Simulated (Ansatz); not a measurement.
The input, for Ansatz 0.2.0:

```yaml
crystal:
  periodic: [false, false, false]
  atoms:
    - {symbol: O, position_ang: [-0.153349, -0.049094, 0.000000]}
    - {symbol: H, position_ang: [-0.402659, 0.877481, 0.000000]}
    - {symbol: H, position_ang: [0.806180, -0.049094, 0.000000]}
    - {symbol: H, position_ang: [2.030651, -0.049094, 0.000000]}
basis:
  gaussian: {orbitals: 6-31G}
magnetization: {spin_polarized: false, initial_magnetization: 1}
correlation: {method: bccd_t, electrons: outside_noble_gas}
```

```sh
$ ansatz run in.yaml --threads 1 --pin off --events-out ev --progress --plain --max-ram 2393MiB
```

The program prints:

```
171 factors; integrals over basis functions are off by at most 4.0e-4 eV
mean field evaluation 1: about -2078.4895 eV, gradient 2.9e1 eV
mean field evaluation 2: about -2078.4902 eV, gradient 2.9e1 eV
mean field evaluation 4: about -2080.5928 eV, gradient 2.6e0 eV
mean field evaluation 8: about -2080.6380 eV, gradient 8.8e-2 eV
mean field evaluation 16: about -2079.8167 eV, gradient 1.9e1 eV
mean field -2080.63806628 eV, -76.4620386286 hartree, gradient 1.5e-6 eV, S^2 0.750000; 0 other end points of the search recorded, 0 dependent functions left out
mean field evaluation 32: about -2078.5068 eV, gradient 2.1e1 eV
1 core orbitals not correlated: weight in the atoms' cores, before any rotation towards them, 1.000 or more for the frozen orbitals, at most 0.000 for the correlated occupied ones
reference -2080.63806628 eV, -76.4620386286 hartree; 5, 4 occupied and 9, 10 virtual orbitals, 171 factors
second order -3.53235038 eV of doubles, -0.01912021 eV of singles
cycle   1  -3.62234505 eV  change   -7.0e-2 eV  update   4.0e-2
cycle   2  -3.72507254 eV  change   -1.0e-1 eV  update   1.5e-2
cycle   3  -3.74918289 eV  change   -2.4e-2 eV  update   8.5e-3
cycle   4  -3.74815271 eV  change    1.0e-3 eV  update   4.0e-3
cycle   5  -3.74604998 eV  change    2.1e-3 eV  update   1.8e-3
cycle   6  -3.74553708 eV  change    5.1e-4 eV  update   4.8e-4
cycle   7  -3.74554520 eV  change   -8.1e-6 eV  update   1.3e-4
cycle   8  -3.74557957 eV  change   -3.4e-5 eV  update   5.9e-5
cycle   9  -3.74558839 eV  change   -8.8e-6 eV  update   1.8e-5
cycle  10  -3.74558988 eV  change   -1.5e-6 eV  update   5.7e-6
perturbative correction -0.03496277 eV, -0.0012848579 hartree
Total energy: -2084.41861892 eV, -76.6009713758 hartree
```

For the same geometry and basis full CI lies 15.5 meV lower.

Ran on 1 thread of Arm Neoverse V1, shared host: 0.36 s wall, 0.06 GiB peak host memory.
